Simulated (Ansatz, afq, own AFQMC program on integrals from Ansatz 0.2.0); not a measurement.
Where AFQMC and coupled cluster stand for CHGe, quartet

| atom | x (Å) | y (Å) | z (Å) |
| --- | --- | --- | --- |
| Ge | 0.0000 | -0.0256 | 3.2397 |
| C | 0.0000 | -0.3655 | -1.2224 |
| H | 0.0000 | 0.3912 | -2.0172 |

Connectivity, by distances: Ge ··· CH.

Basis cc-pVDZ. Only valence electrons are correlated. AFQMC by an in-house program on the Cholesky factors that Ansatz 0.2.0 writes for its CCSD(T) run. The CISD trial takes its coefficients from CCSD amplitudes. Released means that phaseless walkers are propagated on without the constraint, phases kept. Uncertainties: one standard error, sampling alone. No spin–orbit coupling.

Determinant: ROHF, the one that the program's search chose, which needn't be the lowest solution. The geometry is a point of a scan.

No full CI on the walks' own integrals is used here; CCSDT(Q) serves as the reference and is uncertain by about the last step of the cluster series.

Cautions: no relativity below Rb; no spin-orbit coupling; inner d shell frozen; lower spins were not checked; higher spins were not checked; a spin-contaminated unrestricted determinant lies lower (UHF 279 meV lower, ⟨S²⟩ 4.09).

```
T1 diagnostic                               : 0.0173
weight of the determinant in the CISD state : 0.889
size of the correlated space                : 9 electrons in 31 orbitals
```

Reference: CCSDT(Q), correlation energy -4.663 eV. The released energy is read at 2.40 1/Eh (meV from the phaseless value at times in 1/Eh: -12 ± 9 at 0.24, -15 ± 7 at 0.51, -25 ± 10 at 0.99, -22 ± 9 at 1.62, -32 ± 13 at 2.40).

```csv
level,E − E(reference) (kJ/mol),share of correlation (%)
HF,449.9,0.00
MP2,118.4,73.68
CCSD,9.4,97.92
CCSD(T),2.4,99.47
CCSDT,0.3,99.94
ph-AFQMC/CISD,2.5 ± 0.8,99.44
released AFQMC,-0.6 ± 1.2,100.13
```

A walk keeps the symmetry of its determinant, which the program's search chose and which needn't be the lowest solution, so a lower state of the same spin and another symmetry isn't excluded. Released energies are given only where the last usable release times agree within the noise; a slower fall can still hide under it.
